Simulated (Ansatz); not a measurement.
System: bcc Ba. Method: PBE (Ansatz, a first-principles code, PAW).

Numerical settings: plane-wave cutoff 520 eV, 12×12×12 k mesh, Fermi–Dirac smearing 0.1 eV, perturbation theory, scalar-relativistic PAW data made under PBE.

The cell has the measured lattice parameters. Conventional cell: a = 5.0250 Å, b = 5.0250 Å, c = 5.0250 Å, α = 90.00°, β = 90.00°, γ = 90.00°.

```cif
data_Ba2
_chemical_formula_sum 'Ba2'
_space_group_name_H-M_alt 'Im-3m'
_space_group_IT_number 229
_space_group_name_Hall '-I 4 2 3'
_cell_length_a 5.02500
_cell_length_b 5.02500
_cell_length_c 5.02500
_cell_angle_alpha 90.000
_cell_angle_beta 90.000
_cell_angle_gamma 90.000
loop_
_atom_site_label
_atom_site_type_symbol
_atom_site_symmetry_multiplicity
_atom_site_Wyckoff_symbol
_atom_site_fract_x
_atom_site_fract_y
_atom_site_fract_z
_atom_site_occupancy
Ba1 Ba 2 a 0.00000 0.00000 0.00000 1
```
(The calculation used a cell of 1 atom; values per cell refer to that cell.)

Harmonic phonon frequencies (cm⁻¹; i marks an imaginary mode):

| q point | frequencies |
|---|---|
| H | [?] |
| N | 23 51 73 |
| P | [?] |

Problem. What belongs in the gaps?

Solution. 
- H, frequencies: 73 73 73
- P, frequencies: 55 55 55

No imaginary mode appears at these points.

Note: the cell isn't this level's own, so it is under some stress, which shifts stiffness and frequencies.
